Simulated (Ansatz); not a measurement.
Input file:

```yaml
crystal:
  periodic: [false, false, false]
  atoms:
    - { symbol: C, position_ang: [0.505701, -0.163671, 0.260457] }
    - { symbol: "N", position_ang: [-0.505701, 0.163671, -0.260457] }
total_charge: -1
basis:
  gaussian: { orbitals: def2-mTZVP }
hamiltonian:
  xc: blyp
  dispersion: d4
md:
  timestep: 1.0
  n_steps: 300
  ensemble: nve
  temperature: 500.0
  initial_velocities: maxwell_boltzmann
  seed: 209113
scf:
  lower_state_search: "off"
```

Run as:

```bash
$ ansatz run input.yaml --threads 1 --pin off --max-ram 2048MiB --backend cpu --events-out ev --progress --plain --runs-dir out
```

Hardware: 1 thread of AMD EPYC (Zen 3), on a shared host.

**Question.** Roughly how long does this run take, and how much memory?

**Answer.** 2.3 min, with a peak of 0.085 GiB, for 301 ionic steps.
